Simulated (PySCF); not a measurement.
**How methods differ on the ionisation energy of Si**

Si [Ne] 3s2 3p2 (3P) → Si+ [Ne] 3s2 3p1 (2P), as a difference of total energies. All numbers are calculated (PySCF 2.14, scalar relativity by spin-free X2C-1e, in jorge-DZP-DKH (7s4p1d, 24 functions)). Correlated levels: valence: [Ne] frozen. The calculations carry no spin-orbit coupling.

```json
{"method": "UHF", "ionisation energy (eV)": "7.621", "error (eV)": "-0.536"}
{"method": "BP86", "ionisation energy (eV)": "8.238", "error (eV)": "+0.081"}
{"method": "TPSS", "ionisation energy (eV)": "8.185", "error (eV)": "+0.028"}
{"method": "MP2 (valence)", "ionisation energy (eV)": "7.905", "error (eV)": "-0.252"}
{"method": "SCS-MP2 (valence)", "ionisation energy (eV)": "7.832", "error (eV)": "-0.325"}
{"method": "CCSD (valence)", "ionisation energy (eV)": "7.925", "error (eV)": "-0.232"}
{"method": "CCSD(T) (valence)", "ionisation energy (eV)": "7.936", "error (eV)": "-0.221"}
```

Reference: 8.157 eV (measured; NIST levels, between the centres of gravity of the two terms).

Errors of the correlated levels include the incompleteness of this basis and the frozen core.
